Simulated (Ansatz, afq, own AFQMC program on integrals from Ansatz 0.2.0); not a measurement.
## CO, triplet in 6-31G, levels against full CI

```xyz
2

O     0.0000    0.0000    0.0000
C     0.0000    0.0000    1.1955
```

Basis 6-31G. Noble-gas cores (and the filled d shells of Ga–Kr and In–Xe) are frozen. Integrals, coupled cluster, full CI and functionals: Ansatz 0.2.0; the random walks run on the same integrals in our own AFQMC program. ph-AFQMC/CISD is guided by a CISD state made of CCSD amplitudes; releasing the constraint for a short imaginary time cuts its bias at the price of noise, slowly where states lie close. Uncertainties: one standard error, sampling alone.

Determinant: ROHF, the one that the program's search chose, which needn't be the lowest solution. The geometry is a point of a scan.

Full CI on the same integrals is exact in this basis and with this determinant's frozen core.

Cautions: lower spins were not checked; a spin-contaminated unrestricted determinant lies lower (UHF 402 meV lower, ⟨S²⟩ 2.28); the ph-AFQMC/CISD walk drifts between its halves (2.5 errors).

```
T1 diagnostic                               : 0.0354
weight of the determinant in the CISD state : 0.898
size of the correlated space                : 10 electrons in 16 orbitals
```

| level | correlation energy (eV) |
| --- | --- |
| MP2 | -5.1229 |
| CCSD | -5.2593 |
| CCSD(T) | -5.4383 |

Estimate where full CI lies against CCSD(T) on the same integrals.

1.08 kcal/mol below CCSD(T).

Reference: full CI, correlation energy -5.485 eV. The released energy is read at 2.40 1/Eh (meV from the phaseless value at times in 1/Eh: -14 ± 5 at 0.24, -21 ± 3 at 0.51, -28 ± 3 at 0.99, -45 ± 4 at 1.62, -35 ± 5 at 2.40).

```csv
level,E − E(reference) (kcal/mol),share of correlation (%)
CCSD(T),1.08,99.15
ph-AFQMC/HF,4.28 ± 0.64,96.62
ph-AFQMC/CISD,1.06 ± 0.11,99.16
released AFQMC,0.27 ± 0.10,99.79
```

Released energies are given only where the last usable release times agree within the noise; a slower fall can still hide under it.
